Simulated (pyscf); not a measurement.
A first-order saddle from PySCF, ωB97X-D3(BJ)/def2-SVP:

```xyz
7

B     -0.0969     1.0083    -0.3832
O     -0.3500    -0.2910    -0.0076
H      1.0516     1.3569    -0.3794
H     -1.0466     1.6778    -0.6839
H      0.1890    -1.1426     0.3494
Cl    -0.8251    -2.6326     0.8042
H     -1.1913    -0.9320     0.1498
```
Charge 0, spin multiplicity 1.

Surface: singlet, charge 0. Lowest wavenumbers (cm⁻¹): 1301i, 54, 239, 388, 715.

Question: Name the species on either side of this saddle.

Answer: H₂B–OH + hydrogen chloride (HCl) ⇌ H₂B–OH + hydrogen chloride (HCl), a four-centre exchange read from left to right: H–O, Cl–H broken and H–O, Cl–H formed. At CCSD(T)/def2-TZVPP + ΔMP2(QZVPP) it lies +1.44 eV from the left side and +1.44 eV from the right (each side as separated species at their lowest minima found). On the reactant side the descent ends in a complex, 0.20 eV under the separated species and 1.58 eV under the saddle at ωB97X-D3(BJ)/def2-TZVP. On the product side the descent ends in a complex, 0.20 eV under the separated species and 1.58 eV under the saddle at ωB97X-D3(BJ)/def2-TZVP. The same reactants have a lower exit, to H₂B–Cl + H₂O (barrier +0.74 eV at ωB97M-D3(BJ), against +1.36 eV here). This is the saddle that the search found; another between the same sides may lie lower. The CCSD(T) − MP2 part came from Ansatz, without density fitting, on the same reference.
